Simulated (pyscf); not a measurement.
## Addition: H₂C=CH–Cl + CH₃• → H₃C–CH₂–CH•–Cl

Gas phase, doublet surface, charge 0. Bonds broken: none. Bonds formed: C1–C7. Optimised with ωB97X-D3(BJ)/def2-SVP in PySCF.

Transition state (Å):

```xyz
10

C     -1.6877    -0.1290     0.1143
C     -1.1211    -1.2419     0.6280
Cl    -0.6692    -2.5807    -0.3680
H     -2.0727    -0.1205    -0.9076
H     -2.0174     0.6608     0.7935
H     -0.8237    -1.3474     1.6740
C      0.0942     1.1938    -0.7052
H     -0.4678     1.9884    -1.2047
H      0.6083     1.4494     0.2249
H      0.5481     0.4224    -1.3324
```

One imaginary mode, 426i cm⁻¹; descent along it reached the two sides named.

```csv
bond,change,reactant side (Å),saddle,product side
C1–C7,forms,3.8,2.366,1.538
```

Electronic energies relative to the separated reactants (kcal/mol):

```
level                   barrier  reaction energy  reverse barrier
----------------------  -------  ---------------  ---------------
ωB97X-D3(BJ)/def2-TZVP      3.4            -34.7             38.2
PBE/def2-TZVP               1.1            -32.2             33.2
r²SCAN/def2-TZVP            1.9            -32.2             34.1
B3LYP-D3(BJ)/def2-TZVP      2.2            -30.4             32.6
PBE0-D3(BJ)/def2-TZVP       1.9            -35.7             37.6
M06-2X/def2-TZVP            4.2            -32.0             36.2
ωB97M-D3(BJ)/def2-TZVP      4.2            -31.8             36.0
HF/def2-TZVP                9.7            -24.3             34.1
```

With ωB97M-D3(BJ)/def2-TZVP energies and thermal terms (ideal gas, 1 atm, RRHO with modes under 100 cm⁻¹ raised to 100, one conformer, R ln 2 for rigid chiral ones), in kcal/mol:

| T (K) | ΔH‡ | ΔG‡ | ΔH | ΔG |
|---|---|---|---|---|
| 298 | 5.4 | 14.6 | -27.5 | -17.3 |
| 600 | 5.6 | 24.0 | -27.7 | -6.9 |
| 900 | 6.1 | 33.1 | -27.2 | +3.4 |
| 1200 | 6.6 | 42.0 | -26.4 | +13.5 |

One saddle was located; it need not be the lowest between these sides.
